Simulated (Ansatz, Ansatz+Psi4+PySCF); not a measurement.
```xyz
2

C     0.0000    0.0000   -0.6329
N     0.0000    0.0000    0.6329
```

Basis set: cc-pVTZ (spherical functions). Left uncorrelated: 2 orbitals. Correlation on ROHF uses semicanonical orbitals with singles. Charge 0, multiplicity 2.

Computed with Ansatz (development build ahead of 0.2.0); the reference of a correlated method needn't be the lowest determinant of its kind.

Q: Give the atomization energy at this shape (free ground-state atoms in the same class of orbitals less the molecule, no zero-point energy) of doublet CN by UHF-BCCD(T), ROHF-CCSD(T), UHF-CCSD(T).

A:

| method | atomization energy |
| --- | --- |
| UHF-BCCD(T) | 684.9 kJ/mol |
| ROHF-CCSD(T) | 685.1 kJ/mol |
| UHF-CCSD(T) | 674.6 kJ/mol |

Caution: the reference determinant was not shown to be the lowest; the shape is not the minimum. Caution for UHF-BCCD(T), ROHF-CCSD(T): the program doubts this total. Caution for ROHF-CCSD(T): an unrestricted determinant lies well below. Caution for UHF-CCSD(T): another reference gives a lower total.
